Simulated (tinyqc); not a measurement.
Worked calculation: geometry optimisation on the RHF/sto-3g surface (energies and gradients from PySCF), for NH3, spin multiplicity 1. One step of it, computed by the program tinyqc.

Task: Step 1: move. Quasi-Newton step p = -H^(-1) g (first H = 0.6 times the unit matrix); steps longer than 0.1 bohr are cut back (factor 0.191 here).

positions at the start (bohr):
```
            x          y          z
1N   0.047243  -0.032125   0.712427
2H   1.568473  -0.011338  -0.003779
3H  -0.808803   1.449420   0.013228
4H  -0.863605  -1.434302   0.024566
```

gradient (hartree/bohr):
```
              x            y            z
1N   0.13336744  -0.02882058  -0.13279301
2H  -0.20631660   0.00395127   0.08940715
3H   0.03021522  -0.05114131   0.01373901
4H   0.04273394   0.07601061   0.02964685
```

Give: positions after step 1.

Result:

positions after step 1 (bohr):
```
          x        y        z
1N   0.0049  -0.0230   0.7546
2H   1.6340  -0.0126  -0.0322
3H  -0.8184   1.4657   0.0089
4H  -0.8772  -1.4585   0.0151
```
